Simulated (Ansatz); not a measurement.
# CHB₂+ (SMILES b1b[cH+]1): functionals against CCSD(T) at one geometry

The atoms stand at a structure displaced at random from a GFN2-xTB minimum. How far do the functionals agree with CCSD(T) there?

Program: Ansatz 0.2.0, Gaussian basis. Level of theory: single points in def2-TZVPP. These are calculated values, not measurements.

Correlated methods freeze the cores.

## 1. Starting geometry

4 atoms, charge 1, spin multiplicity 1.

Atoms are counted from 1 here; the program's logs count them from 0.

Bond lengths: B1–B2 1.515 Å, B1–C3 1.477 Å, B2–C3 1.444 Å, C3–H4 1.189 Å. Angles: B2–B1–C3 57.7°, B1–B2–C3 59.8°, B1–C3–B2 62.5°, B1–C3–H4 152.8°, B2–C3–H4 144.4°.

As a file:

```csv
atom,x (Å),y (Å),z (Å)
B1,-0.3103,-0.6406,0.9816
B2,1.0410,-0.1891,0.4651
C3,-0.1561,0.0879,-0.2940
H4,-0.5854,0.6442,-1.2536
```

## 2. CCSD(T)/def2-TZVPP

The input, run/in.yaml:

```yaml
crystal:
  periodic: [false, false, false]
  atoms:
    - {symbol: B, position_ang: [-0.310300, -0.640600, 0.981600]}
    - {symbol: B, position_ang: [1.041000, -0.189100, 0.465100]}
    - {symbol: C, position_ang: [-0.156100, 0.087900, -0.294000]}
    - {symbol: H, position_ang: [-0.585400, 0.644200, -1.253600]}
basis:
  gaussian: {orbitals: def2-TZVPP}
total_charge: 1
correlation: {method: ccsd_t}
output: {forces: true}
```

No record of the launch command was kept for these runs.

## 3. PBE0-D4/def2-TZVPP

Edit run/in.yaml of step 2 so:

```diff
@@ -10,3 +10,3 @@
 total_charge: 1
-correlation: {method: ccsd_t}
-output: {forces: true}
+hamiltonian: {xc: pbe0, dispersion: d4}
+output: {forces: true, orbitals: {seedname: orbitals}}
```

## 4. wB97M-V/def2-TZVPP

Edit run/in.yaml of step 3 so:

```diff
@@ -10,3 +10,3 @@
 total_charge: 1
-hamiltonian: {xc: pbe0, dispersion: d4}
-output: {forces: true, orbitals: {seedname: orbitals}}
+hamiltonian: {xc: {name: wB97M-V}}
+output: {forces: true}
```

## 5. r2SCAN-D4/def2-TZVPP

Edit run/in.yaml of step 4 so:

```diff
@@ -10,3 +10,3 @@
 total_charge: 1
-hamiltonian: {xc: {name: wB97M-V}}
+hamiltonian: {xc: r2scan, dispersion: d4}
 output: {forces: true}
```

## 6. PBE-D4/def2-TZVPP

Edit run/in.yaml of step 5 so:

```diff
@@ -10,3 +10,3 @@
 total_charge: 1
-hamiltonian: {xc: r2scan, dispersion: d4}
+hamiltonian: {xc: pbe, dispersion: d4}
 output: {forces: true}
```

## 7. B97M-V/def2-TZVPP

Edit run/in.yaml of step 6 so:

```diff
@@ -10,3 +10,3 @@
 total_charge: 1
-hamiltonian: {xc: pbe, dispersion: d4}
+hamiltonian: {xc: {name: B97M-V}}
 output: {forces: true}
```

## 8. BHLYP-D4/def2-TZVPP

Edit run/in.yaml of step 7 so:

```diff
@@ -10,3 +10,3 @@
 total_charge: 1
-hamiltonian: {xc: {name: B97M-V}}
+hamiltonian: {xc: {name: BHLYP}, dispersion: d4}
 output: {forces: true}
```

(Steps that only read results are left out.)

Q: Predict the outcome of this session. Wanted: energy less free atoms, CCSD(T)/def2-TZVPP; RMS force component; RMS force error; HOMO and LUMO, PBE0-D4; T1 diagnostic.

As calculated:

| quantity | value |
| --- | --- |
| energy less free atoms, CCSD(T)/def2-TZVPP | -120.2 kcal/mol |
| RMS force component | 0.946 to 1.177 eV/Å over the methods |
| RMS force error | PBE0-D4 0.575, wB97M-V 0.603, r2SCAN-D4 0.465, PBE-D4 0.331, B97M-V 0.644, BHLYP-D4 0.868 eV/Å |
| HOMO and LUMO, PBE0-D4 | -16.07 and -11.15 eV |
| T1 diagnostic | 0.037 |

Against CCSD(T) the functionals' energies less atoms differ by -34.8 to +7.8 kcal/mol, PBE-D4 by -34.8 kcal/mol. CCSD(T) in triple zeta still lacks some correlation energy of the bonds, so part of these gaps is its own basis error and they don't rank the functionals. On forces the order runs from PBE-D4 to BHLYP-D4. Frozen-core CCSD(T) forces in triple zeta carry basis errors of their own, and this is one geometry, so small gaps rank nothing. The T1 diagnostic is large here, over the usual mark for main-group molecules (transition-metal compounds often pass it harmlessly), so CCSD(T) itself may be off. The restricted Hartree–Fock reference is unstable towards an unrestricted one at one or more of these structures.
